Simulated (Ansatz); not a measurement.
A made-up structure of CH₅AlN (charge -1), closed shell:

```csv
atom,x (Å),y (Å),z (Å)
C1,0.7709,-1.1964,0.8225
Al2,-0.0528,0.3797,0.3819
N3,-0.8395,0.7992,-1.2219
H4,-0.8887,0.1989,-2.0451
H5,-1.3003,1.6958,-1.3776
H6,0.0281,1.3388,1.6970
H7,1.3693,-1.3105,1.6900
H8,0.9897,-1.9702,0.1319
```

It is relaxed with PBE-D4/def2-SVPD and then PBE0-D4/def2-TZVPD (Ansatz 0.2.0). Atoms count as bonded within 1.22 times the sum of their covalent radii (H–H: 0.88 Å). The end point is not checked to be a true minimum.

(1) Does its bonding change? (A judgement: the text doesn't fix the answer.)

## Answers

(1) Computed: No: no bond forms or breaks.

Where it ends: The first stage lowers the energy by 0.37 eV in 7 steps. It ends as CH₅AlN ([CH2][AlH][NH2]), total charge -1:
```
atom    x (Å)    y (Å)    z (Å)
  C1   0.8828  -1.2370   0.7697
 Al2   0.0091   0.3390   0.4233
  N3  -0.8251   0.8124  -1.1341
  H4  -0.8827   0.2484  -1.9669
  H5  -1.2874   1.6949  -1.2801
  H6  -0.1732   1.5893   1.4522
  H7   1.3524  -1.4366   1.7358
  H8   1.0007  -2.0751   0.0789
```

Labels in which every atom is bracketed show which atoms are joined, not bond orders.

For scale, one of the runs: PBE0-D4/def2-TZVPD relaxation, 162 basis functions, launched by `ansatz run in.yaml --threads 2 --pin off --events-out ev --progress --plain --max-ram 4352MiB`. Hardware: 2 CPU threads of an Arm Neoverse V2, shared host. Wall time about 13 s.
